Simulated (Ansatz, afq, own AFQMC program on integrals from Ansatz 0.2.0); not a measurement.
**NH3⁻, doublet: AFQMC among the cluster methods**

```xyz
4

N    -0.0464    0.0029   -0.0937
H     1.7006   -0.0068    0.7123
H    -0.5367    0.7977    0.3244
H    -0.5188   -0.8305    0.2660
```

Basis 6-31++G**. Noble-gas cores (and the filled d shells of Ga–Kr and In–Xe) are frozen. Integrals, coupled cluster, full CI and functionals: Ansatz 0.2.0; the random walks run on the same integrals in our own AFQMC program. ph-AFQMC/CISD is guided by a CISD state made of CCSD amplitudes; releasing the constraint for a short imaginary time cuts its bias at the price of noise, slowly where states lie close. Error bars are statistical, one sigma.

Determinant: ROHF, the one that the program's search chose, which needn't be the lowest solution. The geometry is a point of a scan.

No full CI on the walks' own integrals is used here; CCSDT(Q) serves as the reference and is uncertain by about the last step of the cluster series.

Cautions: higher spins were not checked; raised T1 diagnostic (T1 0.043, weight of the determinant 0.87, largest double 0.07).

The T1 diagnostic is 0.0433 and the weight of the determinant in the CISD state is 0.869. The size of the correlated space is 9 electrons in 36 orbitals.

```csv
level,correlation energy (eV)
MP2,-5.8622
CCSD,-6.2697
CCSD(T),-6.4737
```

(1) Estimate where phaseless AFQMC with a CISD trial lies against CCSD(T) on the same integrals.

(1) 3.3 ± 1.7 kJ/mol below CCSD(T). The gap is under twice the noise, so this walk alone can't tell the two apart.

Reference: CCSDT(Q), correlation energy -6.514 eV. The released energy is read at 2.40 1/Eh (meV from the phaseless value at times in 1/Eh: -2 ± 22 at 0.24, 11 ± 15 at 0.51, -26 ± 27 at 0.99, -13 ± 23 at 1.62, -6 ± 33 at 2.40).

| level | E − E(reference) (kJ/mol) | share of correlation (%) |
| --- | --- | --- |
| CCSD(T) | 3.9 | 99.38 |
| CCSDT | 2.2 | 99.65 |
| ph-AFQMC/CISD | 0.7 ± 1.7 | 99.89 |
| released AFQMC | 0.0 ± 3.2 | 99.99 |

A walk keeps the symmetry of its determinant, which the program's search chose and which needn't be the lowest solution, so a lower state of the same spin and another symmetry isn't excluded. Released energies are given only where the last usable release times agree within the noise; a slower fall can still hide under it.
